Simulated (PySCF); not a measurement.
# C2H4F3N (2,2,2-Trifluoroethylamine): the cost of one run

Programs: PySCF 2.14.0, with density-fitted response routines of our own. Each step states its level of theory. These are calculated values for one molecule in the gas phase, unless marked as measured. Atoms are numbered from 0 throughout.

**1. The starting structure**

10 atoms, charge 0, multiplicity 1; geometry from: MMFF94s. The atoms were then displaced at random by about 0.03 Å, so the start is not that level's minimum.

Bonds of the start (Å): N0–C1 1.43, C1–C2 1.51, C2–F3 1.33, C2–F4 1.39, C2–F5 1.35, N0–H6 1.10, N0–H7 0.99, C1–H8 1.06, C1–H9 1.13.

**2. Optimising the geometry at PBE0-D3(BJ)/def2-SVP**

What the job is given:

```
{"job": {"xc": "PBE0", "basis": "def2-SVP", "d3": "d3bj", "grid": 1, "shake": 0.03, "kind": "geom"}, "charge": 0, "multiplicity": 1}
N     -1.420750    -0.049250     0.135460
C     -0.105720     0.513980     0.103010
C      0.977210    -0.532330     0.046060
F      1.004220    -1.326030    -1.016790
F      2.237630     0.056870    -0.049920
F      1.034630    -1.285500     1.169840
H     -2.095070     0.800320    -0.019450
H     -1.571200    -0.595580    -0.677590
H      0.019160     1.190190    -0.710020
H      0.044540     1.150580     1.023830
```

On the command line:

```
$ OMP_NUM_THREADS=1 python probes_run.py task.json out
```

One launch serves the whole session: the jobs run in the order shown.

**Question.** How long does this first job take on 1 thread of Intel Xeon 6975P-C, shared host, and how much memory does it need?

About 43 s, with a peak of 0.43 GiB.
